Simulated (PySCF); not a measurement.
Nitrogen: a sound run and one with changed settings

Sound run: N [He] 2s2 2p3, N⁺ [He] 2s2 2p2. Calculation: PySCF 2.14, in aug-cc-pVDZ (4s3p2d, 23 functions); no relativity, point nucleus. In the sound run the correlated levels freeze 1s2. The sound run starts from symmetry-adapted Hartree-Fock orbitals and uses a fine grid where one is needed.

Changed run: a valence shell is frozen. This setting is unsound on purpose.

```tsv
species	method	sound run (hartree)	changed run (hartree)	converged
N	MP2	-54.46817	-54.41196	yes
N	CCSD(T)	-54.48698	-54.41689	yes
N⁺	MP2	-53.93610	-53.88653	yes
N⁺	CCSD(T)	-53.95937	-53.88804	yes
```

Ionisation energy of N:

```
 method  sound run (eV)  changed run (eV)
    UHF          13.930            13.930
    MP2          14.478            14.298
SCS-MP2          14.260            14.053
   CCSD          14.346            14.388
CCSD(T)          14.357            14.391
```

Freezing a valence shell removes pair correlation that changes on ionisation.

For comparison, NIST gives 14.534 eV between the lowest levels.
